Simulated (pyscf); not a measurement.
HF (SMILES F) + H₂N–SiH•–F (SMILES N[SiH]F) -> F–SiH•–F (SMILES F[SiH]F) + NH₃ (SMILES N), a four-centre exchange (doublet surface; F–H, N–Si broken, F–Si, H–N formed). Structures and frequencies: ωB97X-D3(BJ)/def2-SVP in PySCF. Energies in kJ/mol from the separated reactants.

Small-basis levels: PySCF, no dispersion term, spherical d functions. AM1 to PM7: differences of heats of formation from MOPAC, which are fitted to 298 K values and so differ in kind from electronic energies by zero-point and thermal terms. GFN2-xTB: tblite. Open shells are spin-unrestricted. 

```csv
level,barrier,reaction energy
HF/STO-3G,38.1,-63.6
HF/3-21G,-22.6,-68.8
BP86/6-31G*,-46.7,-110.3
B3LYP/STO-3G,-111.6,-97.6
B3LYP/3-21G,-96.2,-84.0
B3LYP/LANL2DZ,-18.0,-18.0
M06-2X/6-31G*,-29.8,-103.9
PBE/def2-SVP,-46.8,-80.7
GFN2-xTB,21.6,-112.9
AM1,234.9,-28.0
PM3,167.5,-58.5
PM7,129.0,-74.6
ωB97M-D3(BJ)/def2-TZVP,5.7,-80.8
```

Against the last row the barrier runs from -117.3 (B3LYP/STO-3G) to +229.2 kJ/mol (AM1). At HF/3-21G, BP86/6-31G*, B3LYP/STO-3G, B3LYP/3-21G, B3LYP/LANL2DZ, M06-2X/6-31G*, PBE/def2-SVP this geometry lies under one side, so the entry may be no barrier of that level: it is a single point on another level's saddle. ωB97M-D3(BJ)/def2-TZVP has limits of its own. On the reactant side the descent ends in a complex, 32.8 kJ/mol under the separated species and 40.4 kJ/mol under the saddle at ωB97X-D3(BJ)/def2-TZVP. On the product side the descent ends in an adduct with a N–Si contact, 21.5 kJ/mol under the separated species and 105.8 kJ/mol under the saddle at ωB97X-D3(BJ)/def2-TZVP. What is counted as broken (N–Si) persists as a longer contact in the product adduct; parting that adduct is a step of its own. This is the saddle that the search found; another between the same sides may lie lower.
